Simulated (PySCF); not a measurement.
Compound: C4H7N.
InChI=1S/C4H7N/c5-4-2-1-3(2)4/h2-4H,1,5H2/t2-,3+,4+

Torsions of this conformer, `[NH2:1][C@@H:2]1[C@H:3]2[CH2:4][C@@H:5]12`: H–N1–C2–C3 -90°, H–N1–C2–C3 31°.

The closed-shell ground state was solved at several levels (PySCF, density fitting, gas phase, non-relativistic). One conformer (not necessarily the lowest) at the GFN2-xTB geometry, without solvent, vibrations or thermal averaging.

| level | basis functions | HOMO (eV) | LUMO (eV) | gap (eV) | dipole (D) |
| --- | --- | --- | --- | --- | --- |
| B3LYP/pcJ-1 | 205 | -6.31 | 1.29 | 7.60 | 1.58 |
| wB97X-D/def2-SVPD | 156 | -8.59 | 2.62 | 11.21 | 1.47 |
| PBE0/pcSseg-1 | 120 | -6.60 | 1.63 | 8.23 | 1.59 |

Question: What might PBE0/def2-SVPD (156 basis functions) give for the same quantities?

Answer: HOMO -6.70 eV, LUMO 0.96 eV, gap 7.66 eV, dipole 1.45 D.

Question: Over all these levels, which gives the widest orbital gap and which the narrowest?

Answer: wB97X-D/def2-SVPD (range-separated hybrid) has the widest, 11.21 eV, and B3LYP/pcJ-1 (global hybrid, 20 % exact exchange) the narrowest, 7.60 eV. Functional and basis both differ between the two, so the spread mixes both effects.

Question: How far do the dipole and the HOMO energy spread over the levels?

Answer: The dipole runs from 1.45 to 1.59 D (mean 1.52 D) and the HOMO from -8.59 to -6.31 eV.
